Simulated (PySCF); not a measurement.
We consider rock-salt LiBr, described by Hartree–Fock in PySCF (GTH pseudopotentials, Gaussian basis).

The same calculation (at the measured cell, 20.808 Å³/atom) with different numerical settings; throughout: k mesh 2×2×2:

```tsv
run	basis	gap on the mesh (eV)	total energy (eV/atom)
1	DZ	13.755	-283.0498
2	TZ	13.788	-283.0900
3	QZ	13.780	-283.1070
```

In the column total energy (eV/atom) the first row differs from the last by +0.0572 and the next to last by +0.0170.

The last row is no converged limit: other settings stay fixed.

Spin–orbit coupling is not included.
